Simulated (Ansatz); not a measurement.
Input file:

```yaml
crystal:
  periodic: [false, false, false]
  atoms:
    - {symbol: Ge, position_ang: [0.000000, 0.000000, 2.125993]}
    - {symbol: Al, position_ang: [0.000000, 0.000000, -0.262451]}
    - {symbol: H, position_ang: [0.000000, 0.000000, -1.863543]}
basis:
  gaussian: {orbitals: cc-pVDZ}
total_charge: 1
magnetization: {spin_polarized: false, initial_magnetization: 1}
correlation: {method: sc_nevpt2, electrons: outside_noble_gas, active_space: {window: {electrons: 1, orbitals: 4}}}
scf: {lower_state_search: off}
```

```sh
$ ansatz run in.yaml --threads 1 --pin off --events-out ev --progress --plain --max-ram 2393MiB
```

Output:

```
these checks for a lower state are left out or cut short: stability, starts, cluster_reference, orbital_swaps, neighbouring_geometries, increment
553 factors; integrals over basis functions are off by at most 1.0e-3 eV
mean field evaluation 1: about -63062.8482 eV, gradient 7.4e0 eV
mean field evaluation 2: about -63062.8492 eV, gradient 7.4e0 eV
mean field evaluation 4: about -63063.3050 eV, gradient 5.6e-1 eV
mean field evaluation 8: about -63063.3079 eV, gradient 5.7e-4 eV
mean field -63063.30793976 eV, -2317.5338209406 hartree, gradient 7.2e-6 eV, S^2 0.750000; 0 other end points of the search recorded, 0 dependent functions left out
reference -63063.30793976 eV, -2317.5338209406 hartree; 23, 22 occupied and 27, 28 virtual orbitals, 553 factors
state -63063.30793976 eV, -2317.5338209406 hartree
state -63063.30793976 eV, -2317.5338209406 hartree; corrected -63065.90688236 eV, -2317.6293303195 hartree
WARN: 3 active orbitals are nearly empty or full. The corrections depend on them more than the energy does, and are more stable in an active space without them
Total energy: -63065.90688236 eV, -2317.6293303195 hartree
Checks for a lower state left out: stability, starts, cluster_reference, orbital_swaps, neighbouring_geometries, increment
```

Ran on 1 thread of Arm Neoverse V1, shared host: 1.5 s wall, 0.17 GiB peak host memory.
